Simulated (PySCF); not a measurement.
# AlF with other numerical set-ups

Aim: see how much the energy and properties of AlF depend on the numerical set-up.

Program: PySCF 2.14.0. Level of theory: each script names its method and basis. These are calculated values, not measurements.

## 1. The system as given

AlF: 2 atoms, charge 0, spin multiplicity 1.

Bond lengths: Al1–F2 1.629 Å.

## 2. The run that the others are compared with

input.py

```python
from pyscf import gto, dft
from pyscf.prop.polarizability import uhf as pol

mol = gto.M(
    atom='Al 0 0 0; F 0 0 1.629',
    basis='minao',
    charge=0,
    spin=0,
    verbose=3,
)
mf = dft.UKS(mol, xc='r2scan')
mf.kernel()
print('polarizability (a.u.)')
print(pol.Polarizability(mf).polarizability().round(4))
mf.dip_moment()
print('orbital energies (hartree):', [e[max(0, n-3):n+3].round(4) for e, n in zip(mf.mo_energy, mol.nelec)])
```

Started as:

```console
OMP_NUM_THREADS=1 python input.py
```

Its log is not repeated here.

In short: E(SCF) = -342.219278 Eh, μ = 0.24 D, α(xx, yy, zz) = 31.2, 31.2, 22.1 bohr³.

The bond length is a typed value, not an optimised one.

## 3. Density fitting cc-pvdz-jkfit

Run 1 changes density fitting: none → cc-pvdz-jkfit.

input.py

```python
from pyscf import gto, dft
from pyscf.prop.polarizability import uhf as pol

mol = gto.M(
    atom='Al 0 0 0; F 0 0 1.629',
    basis='minao',
    charge=0,
    spin=0,
    verbose=3,
)
mf = dft.UKS(mol, xc='r2scan')
mf = mf.density_fit(auxbasis='cc-pvdz-jkfit')
mf.kernel()
print('polarizability (a.u.)')
print(pol.Polarizability(mf).polarizability().round(4))
mf.dip_moment()
print('orbital energies (hartree):', [e[max(0, n-3):n+3].round(4) for e, n in zip(mf.mo_energy, mol.nelec)])
```

Started as:

```console
OMP_NUM_THREADS=1 python input.py
```

## 4. Integration grid 0

Run 2 changes integration grid: default → 0.

input.py, as its differences from that of step 2:

```diff
@@ -11,2 +11,3 @@
 mf = dft.UKS(mol, xc='r2scan')
+mf.grids.level = 0
 mf.kernel()
```

## 5. Integration grid (50, 194)

Run 3 changes integration grid: default → (50, 194).

input.py, as its differences from that of step 2:

```diff
@@ -11,2 +11,3 @@
 mf = dft.UKS(mol, xc='r2scan')
+mf.grids.atom_grid = (50, 194)
 mf.kernel()
```

## 6. Cc-pvdz

Run 4 changes basis set: minao → cc-pvdz.

input.py, as its differences from that of step 2:

```diff
@@ -5,3 +5,3 @@
     atom='Al 0 0 0; F 0 0 1.629',
-    basis='minao',
+    basis='cc-pvdz',
     charge=0,
```

## 7. 6-31+g*

Run 5 changes basis set: minao → 6-31+g*.

input.py, as its differences from that of step 2:

```diff
@@ -5,3 +5,3 @@
     atom='Al 0 0 0; F 0 0 1.629',
-    basis='minao',
+    basis='6-31+g*',
     charge=0,
```

## 8. Def2-svp

Run 6 changes basis set: minao → def2-svp.

input.py, as its differences from that of step 2:

```diff
@@ -5,3 +5,3 @@
     atom='Al 0 0 0; F 0 0 1.629',
-    basis='minao',
+    basis='def2-svp',
     charge=0,
```

Q: Predict the outcome of this session. Wanted: for each run, E(SCF); from base; gap; dipole; after the SCF.

As calculated:

| run | E(SCF) (hartree) | from base (eV) | gap (eV) | dipole (D) | functions | after the SCF |
| --- | --- | --- | --- | --- | --- | --- |
| base | -342.219278 | 0 | 4.26 | 0.24 | 14 | mean α 28.1 bohr³ |
| density fitting cc-pvdz-jkfit | -342.219290 | -0.0003 | 4.26 | 0.24 | 14 | mean α 28.1 bohr³ |
| integration grid 0 (unsound) | -342.261081 | not comparable | 4.24 | 0.22 | 14 | mean α 28.0 bohr³ |
| integration grid (50, 194) | -342.219319 | -0.0011 | 4.26 | 0.24 | 14 | mean α 28.1 bohr³ |
| cc-pvdz | -342.253672 | -0.9359 | 4.51 | 1.08 | 32 | mean α 35.8 bohr³ |
| 6-31+g* | -342.245594 | -0.7161 | 4.47 | 1.16 | 40 | mean α 38.4 bohr³ |
| def2-svp | -342.094407 | +3.3979 | 4.51 | 0.77 | 32 | mean α 35.7 bohr³ |

**Reading.** The largest comparable shift of the SCF energy, +3.398 eV, comes with the run “def2-svp”. cc-pvdz (32 functions) gives an energy 0.94 eV lower than minao (14). 6-31+g* (40 functions) gives an energy 0.72 eV lower than minao (14). def2-svp (32 functions) gives an energy 3.40 eV higher than minao (14); size alone doesn't order basis sets of different families. The dearest run is “6-31+g*”, at 9.4 s against 2.4 s. Rows marked unsound come from settings spoiled on purpose.
